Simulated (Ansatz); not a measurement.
**Two structures, one formula**

The two ends of one reaction step of CH9NSi, singlet (PBE0-D4/def2-TZVP).

A:

Si1  (0.405, 0.098, 1.569)
N2  (0.562, -0.133, -0.126)
C3  (-0.289, -1.033, -0.876)
H4  (1.367, 1.159, 1.963)
H5  (-0.994, 0.512, 1.860)
H6  (0.680, -1.112, 2.404)
H7  (-0.600, 1.931, -1.298)
H8  (-0.993, 2.402, -1.729)
H9  (1.480, -0.021, -0.526)
H10  (-0.347, -0.730, -1.925)
H11  (-1.306, -0.991, -0.475)
H12  (0.036, -2.081, -0.840)
(Å)

B:

```
12
angstrom
Si -0.2930 0.9258 1.6855
N 0.6890 0.0002 -0.8495
C -0.1793 -1.0715 -1.3063
H 0.9277 1.7301 1.4363
H -0.8383 1.3791 3.0034
H 0.0004 -0.5212 1.8305
H 0.6939 0.7705 -1.5059
H -1.3557 1.1833 0.6829
H 1.6451 -0.3189 -0.7576
H 0.0920 -1.5031 -2.2785
H -1.2040 -0.6997 -1.3744
H -0.1778 -1.8747 -0.5663
```

Computed with Ansatz 0.2.0 (basis: def2-TZVPP); correlated methods freeze the cores. B3LYP uses VWN-RPA correlation.

Problem. Which structure is lower at CCSD(T), and by how much? (Judge from chemistry; the value comes from the calculation.)

Solution. By the calculation: A, by 2.60 kcal/mol (electronic energy, against the other). By their contacts, A is a complex of CH₇NSi ([CH3][NH][SiH3]) + H₂ and B is a complex of CH₅N ([CH3][NH2]) + SiH₄.

All methods give the same order:

| method | E(B) − E(A) (kcal/mol) |
| --- | --- |
| SPW92 | 1.06 |
| PBE-D4 | 2.01 |
| BLYP-D4 | 3.38 |
| r2SCAN-D4 | 3.10 |
| B97M-V | 1.93 |
| PBE0-D4 | 1.86 |
| B3LYP-D4 | 3.04 |
| r2SCAN0-D4 | 2.74 |
| BHLYP-D4 | 2.72 |
| CAM-B3LYP-D4 | 2.86 |
| wB97X-V | 2.45 |
| wB97M-V | 2.53 |
| B2PLYP | 3.22 |
| PBE-QIDH | 2.68 |
| RPA on PBE | 2.38 |
| HF | 2.15 |
| MP2 | 4.38 |
| CCSD | 2.26 |
| CCSD(T) | 2.60 |

T1 diagnostic: at most 0.010.

Labels in which every atom is bracketed show which atoms are joined, not bond orders.

For scale, one of the runs: CCSD(T)/def2-TZVPP, 230 basis functions, launched by `ansatz run in.yaml --threads 4 --pin off --events-out ev --progress --plain --max-ram 9574MiB`. The run took 61 s on 4 CPU threads of an Arm Neoverse V1 (shared host), with 3.9 GiB of host memory at its peak.
